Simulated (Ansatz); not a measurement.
Mo under compression and expansion

```
Mo
1.0
    -1.58002    1.58002    1.58002
     1.58002   -1.58002    1.58002
     1.58002    1.58002   -1.58002
Mo
1
Direct
  0.00000 0.00000 0.00000
```

Conventional cell: a = 3.160 Å, b = 3.160 Å, c = 3.160 Å, α = 90.00°, β = 90.00°, γ = 90.00°. Mo (atom 1) is surrounded by 8 Mo at 2.74 Å.

The cell was built from the bcc type and relaxed in the same program, and has space group Im-3m; it needn't be a known or the stable phase.

All numbers are computed: DFT, PBE, all-electron LAPW, scalar-relativistic (Ansatz 0.2.0); DFT, PBE, PAW with Ansatz's default frozen-core files, scalar-relativistic (Ansatz 0.2.0).

For LAPW: a Γ-centred 16×16×16 k mesh, Fermi–Dirac smearing of 0.03 eV, basis error target 0.5 meV/atom, no spin polarisation. PAW takes a cutoff of 420 eV at this cell. The Ansatz runs share mesh, smearing and spin set-up. Plane-wave (PAW) pressures include the program's estimate of the Pulay term.

The cell above is scaled evenly, with fractional coordinates and shape held.

| V/V(cell) | V (Å³/atom) | P, LAPW (GPa) | P, PAW (GPa) | free energy over the lowest listed, PAW (meV/atom) |
| --- | --- | --- | --- | --- |
| 0.9600 | 15.147 | 11.58 | 11.60 | 22.0 |
| 0.9800 | 15.462 | 5.48 | 5.49 | 5.3 |
| 1.0000 | 15.778 | -0.01 | 0.00 | 0.0 |
| 1.0200 | 16.093 | -4.96 | -4.95 | 5.0 |
| 1.0400 | 16.409 | -9.40 | -9.40 | 19.2 |

(1) What do Birch–Murnaghan fits to the pressures give?

Answers

(1) LAPW: V0 = 15.78 Å³/atom, B0 = 260 GPa, B0′ = 4.3; PAW: V0 = 15.78 Å³/atom, B0 = 260 GPa, B0′ = 4.3.
